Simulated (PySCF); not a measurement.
H2O2. Atoms are numbered in the order given.

```xyz
4

O      0.1406    -0.7252     0.0000
O     -0.1406     0.7252     0.0000
H     -0.7823    -1.0427     0.0000
H      0.7823     1.0427     0.0000
```

The structure is a stationary point at PBE-D3(BJ)/def2-TZVP. The geometry has at least one imaginary mode, so it is a saddle point at that level.

These are PBE-D3(BJ)/def2-TZVP (PySCF) values and carry that method's errors.

No scaling factor is applied to the harmonic values.

Computed harmonic wavenumbers and intensities:
```json
[
 {"mode": "1", "ν (cm⁻¹)": "286i", "IR (km/mol)": "271.8", "moving atoms (share of kinetic energy)": "H 94 %"},
 {"mode": "2", "ν (cm⁻¹)": "905", "IR (km/mol)": "0.0", "moving atoms (share of kinetic energy)": "O 100 %"},
 {"mode": "3", "ν (cm⁻¹)": "1198", "IR (km/mol)": "128.5", "moving atoms (share of kinetic energy)": "H 94 %"},
 {"mode": "4", "ν (cm⁻¹)": "1479", "IR (km/mol)": "0.0", "moving atoms (share of kinetic energy)": "H 89 %, O 11 %"},
 {"mode": "5", "ν (cm⁻¹)": "3669", "IR (km/mol)": "0.0", "moving atoms (share of kinetic energy)": "H 94 %"},
 {"mode": "6", "ν (cm⁻¹)": "3677", "IR (km/mol)": "72.8", "moving atoms (share of kinetic energy)": "H 94 %"}
]
```
